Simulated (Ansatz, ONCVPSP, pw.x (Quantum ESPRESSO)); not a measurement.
What a changed setting does to a pw.x run (bcc Ba)

Potential: optimised norm-conserving Vanderbilt (ONCV), ONCVPSP 4.0.1, PBE; core [Kr] 4d10, reference 5s2 5p6 6s2; waves: 5s+6s: rc 2.60 bohr, ncon 4, nbas 7, qcut 3.9 1/bohr, 2 projectors; 5p: rc 2.30 bohr, ncon 4, nbas 8, qcut 5.4 1/bohr, 2 projectors, debl 1.1 Ha; d scattering state at 0.12 Ha: rc 2.40 bohr, ncon 4, nbas 9, qcut 4.7 1/bohr, 2 projectors, debl 3.8 Ha; local part: polynomial inside 2.25 bohr (lpopt 3, dvloc0 -1 Ha); core correction: none. In the d channel the program set the typed energies aside and used 0.050, 3.850 Ha.

The reference run (k-mesh 9³, cutoffs 35/140 Ry, Fermi–Dirac 0.01 Ry, mixing_beta 0.4, conv_thr 1e-9, no spin) gives 0.02 GPa at 63.608 Å³/atom, where all-electron LAPW gives 0.01 GPa. This run, with its own iteration cap, changes nbnd to 17.

```
&control
  calculation='scf', prefix='x', pseudo_dir='./', outdir='./tmp', tstress=.true., disk_io='none'
/
&system
  ibrav=0, nat=1, ntyp=1, ecutwfc=35, ecutrho=140, nbnd=17,
  occupations='smearing', smearing='fd', degauss=0.01
/
&electrons
  conv_thr=1e-09, mixing_beta=0.4, electron_maxstep=60
/
ATOMIC_SPECIES
Ba 1.0 Ba.UPF
CELL_PARAMETERS angstrom
  -2.51468688 2.51468688 2.51468688
  2.51468688 -2.51468688 2.51468688
  2.51468688 2.51468688 -2.51468688
ATOMIC_POSITIONS crystal
Ba 0.0000 0.0000 0.0000
K_POINTS automatic
9 9 9 0 0 0
```

```bash
pw.x < Ba.scf.in > Ba.scf.out
```

Q: How does the run end?

A: It converges in 6 iterations; the free energy moves by +0.0 meV/atom and the pressure by +0.00 GPa. The result is that of the reference run.

```
Message from routine setup:
     using ibrav=0 with symmetry is DISCOURAGED, use correct ibrav instead
     lattice parameter (alat)  =       8.2308  a.u.
     unit-cell volume          =     429.2481 (a.u.)^3
     number of electrons       =        10.00
     number of Kohn-Sham states=           17
     kinetic-energy cutoff     =      35.0000  Ry
     charge density cutoff     =     140.0000  Ry
     scf convergence threshold =      1.0E-09
     Exchange-correlation= PBE
     number of k points=    35  Fermi-Dirac smearing, width (Ry)=  0.0100
     iteration #  1     ecut=    35.00 Ry     beta= 0.40
     total energy              =     -51.38290482 Ry
     estimated scf accuracy    <       0.00105756 Ry
     iteration #  2     ecut=    35.00 Ry     beta= 0.40
     total energy              =     -51.38304763 Ry
     estimated scf accuracy    <       0.00035821 Ry
     iteration #  3     ecut=    35.00 Ry     beta= 0.40
     total energy              =     -51.38307926 Ry
     estimated scf accuracy    <       0.00001144 Ry
     iteration #  4     ecut=    35.00 Ry     beta= 0.40
     total energy              =     -51.38308097 Ry
     estimated scf accuracy    <       0.00000034 Ry
     iteration #  5     ecut=    35.00 Ry     beta= 0.40
     total energy              =     -51.38308100 Ry
     estimated scf accuracy    <       0.00000006 Ry
     iteration #  6     ecut=    35.00 Ry     beta= 0.40
     the Fermi energy is     5.7591 ev
!    total energy              =     -51.38308101 Ry
     estimated scf accuracy    <          4.9E-10 Ry
     smearing contrib. (-TS)   =      -0.00661484 Ry
     The total energy is F=E-TS. E is the sum of the following terms:
     one-electron contribution =     -14.73500001 Ry
     hartree contribution      =       8.92572408 Ry
     xc contribution           =      -7.27615240 Ry
     ewald contribution        =     -38.29103785 Ry
     convergence has been achieved in   6 iterations
          total   stress  (Ry/bohr**3)                   (kbar)     P=        0.21
     Message from routine punch:
     Nothing written, as per user request (disk_io='none')
```

The run took about 7 s on one core of a shared host (Intel(R) Xeon(R) Platinum 8375C CPU @ 2.90GHz, 64 threads, 248 GiB, load 33).
